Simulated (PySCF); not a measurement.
# Bonding in `FC1=C(F)OC1`

C3H2F2O.
Numbering: `[F:1][C:2]1=[C:3]([F:4])[O:5][CH2:6]1` (hydrogens: H7, H8 on C6)

Structure used (GFN2-xTB), in Å, numbered top down from 1:
```xyz
8
C3H2F2O angstrom
F      0.8378    1.9166    0.2780
C      0.4157    0.6680    0.0968
C      0.9375   -0.5453   -0.0628
F      2.1078   -1.1355   -0.1271
O     -0.2506   -1.2277   -0.1770
C     -0.9448    0.0314   -0.0146
H     -1.5634    0.0274    0.8809
H     -1.5310    0.2745   -0.8988
```

Bond orders from the PBE0/pcSseg-1 density (PySCF). Geometry: GFN2-xTB; no solvent, vibrations or thermal averaging.

Question: Where do the orders between heavy atoms depart from those drawn in the SMILES?

Answer: The largest departure is 0.315, at C2–C3 (drawn double, 1.685). Drawn single, order below 0.88: O5–C6 (0.875). Drawn double or triple, more than 0.30 short of the drawn order: C2–C3 (1.685).

Question: Give the Mayer order of every bond between heavy atoms, beside its length.

Answer: 
```csv
bond,drawn as,length (Å),Mayer order
F1–C2,single,1.330,0.994
C2–C3,double,1.330,1.685
C3–F4,single,1.312,1.049
C3–O5,single,1.375,1.001
O5–C6,single,1.447,0.875
C6–C2,single,1.506,1.020
```

Bonds between the same two heavy elements. C–F: lowest F1–C2 (0.994, 1.330 Å), highest C3–F4 (1.049, 1.312 Å). C–C: lowest C6–C2 (1.020, 1.506 Å), highest C2–C3 (1.685, 1.330 Å). C–O: lowest O5–C6 (0.875, 1.447 Å), highest C3–O5 (1.001, 1.375 Å).

Question: And the bonds to hydrogen?

Answer: C–H: 0.93 (2 bonds).

Question: Sum the orders of all bonds at each heavy atom with more than one neighbour and set the sums beside the valence in the SMILES.

Answer: C2 3.699 (drawn 4), C3 3.735 (drawn 4), O5 1.876 (drawn 2), C6 3.759 (drawn 4). Orders between atoms that aren't bonded are not in these sums.

The Mayer order sums products of elements of PS (density times overlap matrix) between the two atoms' basis functions, so it depends on the basis set.

These values come from a run that also computed NMR shieldings. Time: 7.7 s wall; peak memory 0.50 GiB. Hardware: one thread, Intel Xeon Platinum 8375C at 2.90 GHz (x86_64), shared host with 48 logical CPUs at a one-minute load of 24.
